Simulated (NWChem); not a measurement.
System: C₄H₉, doublet; SMILES C[C](C)C

Excerpt of the output:

```
             Northwest Computational Chemistry Package (NWChem) 7.3.0
             --------------------------------------------------------

                             Geometry "geometry" -> ""
                             -------------------------

 Output coordinates in angstroms (scale by  1.889725989 to convert to a.u.)

  No.       Tag          Charge          X              Y              Z
 ---- ---------------- ---------- -------------- -------------- --------------
    1 C                    6.0000     1.43100700     0.38522100     0.00500900
    2 C                    6.0000     0.00019300     0.00009300    -0.15230500
    3 C                    6.0000    -1.04857900     1.04677500     0.00548800
    4 C                    6.0000    -0.38181700    -1.43152900     0.00546400
    5 H                    1.0000     1.72453600     0.46579300     1.07421100
    6 H                    1.0000     1.64450000     1.36640700    -0.44956800
    7 H                    1.0000     2.10829700    -0.35764000    -0.44703100
    8 H                    1.0000    -1.26295600     1.26223200     1.07482000
    9 H                    1.0000    -2.00593000     0.74035300    -0.44672200
   10 H                    1.0000    -0.74487100     2.00414000    -0.44855200
   11 H                    1.0000    -0.45987400    -1.72546200     1.07474800
   12 H                    1.0000    -1.36340600    -1.64692200    -0.44732900
   13 H                    1.0000     0.36156300    -2.10724900    -0.44810200

 Effective nuclear repulsion energy (a.u.)     125.2012733363

                              NWChem Property Module
                              ----------------------

  itol2e modified to match energy
  convergence criterion.

                                 NWChem DFT Module
                                 -----------------

 Summary of "ao basis" -> "ao basis" (spherical)
 ------------------------------------------------------------------------------
       Tag                 Description            Shells   Functions and Types
 ---------------- ------------------------------  ------  ---------------------
 C                          iglo-ii                 10       22   5s4p1d
 H                          iglo-ii                  4        6   3s1p

  itol2e modified to match energy
  convergence criterion.

[...]

          ----------------------
          Hyperfine Interactions
          ----------------------

 Total Spin Density (Fermi Contact Term)
 ------------------ --------------------
     Atom            x         y         z       Density (a.u.)      Aiso(MHz)     Aiso(Gauss)
     1  13-C      2.70421   0.72796   0.00947      -0.026404        -29.683267     -10.591710
     2  13-C      0.00036   0.00018  -0.28781       0.105393        118.482291      42.277356
     3  13-C     -1.98153   1.97812   0.01037      -0.026403        -29.681773     -10.591177
     4  13-C     -0.72153  -2.70520   0.01033      -0.026407        -29.686631     -10.592910
     5   1-H      3.25890   0.88022   2.02996       0.028427        127.065767      45.340149
     6   1-H      3.10765   2.58213  -0.84956       0.006601         29.505246      10.528188
     7   1-H      3.98410  -0.67584  -0.84477       0.006540         29.232947      10.431025
     8   1-H     -2.38664   2.38527   2.03112       0.028424        127.051951      45.335219
     9   1-H     -3.79066   1.39906  -0.84418       0.006551         29.282358      10.448656
    10   1-H     -1.40760   3.78728  -0.84764       0.006587         29.442166      10.505679
    11   1-H     -0.86904  -3.26065   2.03098       0.028437        127.111828      45.356585
    12   1-H     -2.57646  -3.11223  -0.84533       0.006568         29.357402      10.475433
    13   1-H      0.68325  -3.98212  -0.84679       0.006576         29.394828      10.488788

           -------------------------------------------
           Anisotropic Interaction (Spin-Dipolar Term)
           -------------------------------------------

 ------------------------------------------------------------
     Atom            x         y         z
 ------------------------------------------------------------
     1  13-C      2.70421   0.72796   0.00947

   Spin-Dipolar term (a.u.)
        xx             yy             zz             xy             xz             yz
 ------------------------------------------------------------------------------------------
       0.018835      -0.009476      -0.009360       0.008212       0.007394       0.001975

   Principal Comp. of -hf- tensor (au)            Anisotropic -hfcc- (MHz)               Anisotropic -hfcc- (Gauss)
 --------------------------------------------------------------------------------------------------------------------------
      0.022862    -0.011685    -0.011177       3.067872    -1.568058    -1.499814       1.094691    -0.559521    -0.535170

   Orientation of the principal axis of Hyperfine Tensor w.r.t absolute (molecular) frame
 --------------------------------------------------------------------------------------------------------------------------
      0.939548    -0.265666    -0.216035
      0.252693     0.963706    -0.086127
      0.231075     0.026329     0.972580

 ------------------------------------------------------------
     Atom            x         y         z
 ------------------------------------------------------------
     2  13-C      0.00036   0.00018  -0.28781

   Spin-Dipolar term (a.u.)
        xx             yy             zz             xy             xz             yz
 ------------------------------------------------------------------------------------------
      -0.565720      -0.565723       1.131443      -0.000003       0.000328       0.000128

[...]
```

Level: B3LYP/IGLO-II, spin-unrestricted, contact and dipolar terms. The geometry was optimised at PBE0/def2-SVP, spin-unrestricted. No frequency run checked for a minimum. No stability test was run on the SCF state.

Task: Write an input that gives this output.

Result: This is not unique; one that fits is the input that was run:
```
start job
memory heap 200 mb stack 900 mb global 1100 mb
geometry units angstroms noautosym nocenter noautoz
  C      1.431007     0.385221     0.005009
  C      0.000193     0.000093    -0.152305
  C     -1.048579     1.046775     0.005488
  C     -0.381817    -1.431529     0.005464
  H      1.724536     0.465793     1.074211
  H      1.644500     1.366407    -0.449568
  H      2.108297    -0.357640    -0.447031
  H     -1.262956     1.262232     1.074820
  H     -2.005930     0.740353    -0.446722
  H     -0.744871     2.004140    -0.448552
  H     -0.459874    -1.725462     1.074748
  H     -1.363406    -1.646922    -0.447329
  H      0.361563    -2.107249    -0.448102
end
basis spherical
  * library iglo-ii
end
dft
  odft
  mult 2
  xc b3lyp
  iterations 150
end
property
  hyperfine
end
task dft property
```
